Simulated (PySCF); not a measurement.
chloromethane (CH3Cl), SMILES CCl.

Coordinates come from a B3LYP-D3(BJ)/def2-TZVP optimisation.

Computed with TDDFT-PBE/def2-TZVPD in PySCF.

Vertical excitations; the highest root listed may be one member of a degenerate set.  State labels are in the subgroup Cs.

Computed lowest excited states:
```
state  symmetry  energy (eV)  λ (nm)      f                                   main pairs
-----  --------  -----------  ------  -----  -------------------------------------------
S1           A'         6.52     190  0.002                   HOMO→LUMO (degenerate set)
S2           A"         6.52     190  0.002                 HOMO−1→LUMO (degenerate set)
S3           A'         7.10     175  0.018                 HOMO→LUMO+1 (degenerate set)
S4           A"         7.10     175  0.018               HOMO−1→LUMO+1 (degenerate set)
S5           A'         8.01     155  0.002  HOMO→LUMO+2, HOMO−1→LUMO+3 (degenerate set)
S6           A"         8.01     155  0.002  HOMO−1→LUMO+2, HOMO→LUMO+3 (degenerate set)
S7           A"         8.05     154  0.000         HOMO→LUMO+3 50 %, HOMO−1→LUMO+2 50 %
S8           A'         8.11     153  0.081         HOMO−1→LUMO+3 50 %, HOMO→LUMO+2 50 %
S9           A'         8.58     144  0.013                 HOMO→LUMO+4 (degenerate set)
S10          A"         8.58     144  0.013               HOMO−1→LUMO+4 (degenerate set)
T1           A'         5.97     208      0                   HOMO→LUMO (degenerate set)
T2           A"         5.97     208      0                 HOMO−1→LUMO (degenerate set)
T3           A'         6.92     179      0                 HOMO→LUMO+1 (degenerate set)
T4           A"         6.92     179      0               HOMO−1→LUMO+1 (degenerate set)
```
Triplets are in the Tamm–Dancoff approximation, which puts them higher than full response would, so one can lie above its singlet here.
